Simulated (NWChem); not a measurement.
Species: SiH3 cation

```xyz
4

Si     0.0000     0.0000     0.0000
H      1.1933    -0.8948     0.0000
H     -1.3716    -0.5861     0.0000
H      0.1782     1.4809     0.0000
```
Atoms are numbered in this order, from 1.

Structure relaxed at the PBE-D3(BJ)/def2-SVP level.

 Unshifted, non-relativistic core excitations; the lowest 4 roots alone, so stronger bands may lie above.

### Question
List the first Si K-edge excitations from B3LYP/cc-pVTZ, restricted-window TDA (NWChem).

### Answer
| state | energy (eV) | dipole oscillator strength | leading excitation (squared amplitude) |
|---|---|---|---|
| S1 | 1796.0 | 0.0081 | 1s of atom 1 or its equivalents → LUMO (0.99) |
| S2 | 1800.5 | 0.0000 | 1s of atom 1 or its equivalents → LUMO+1 (1.00) |
| S3 | 1801.7 | 0.0032 | 1s of atom 1 or its equivalents → LUMO+2 (0.99) |
| S4 | 1801.7 | 0.0032 | 1s of atom 1 or its equivalents → LUMO+3 (0.99) |
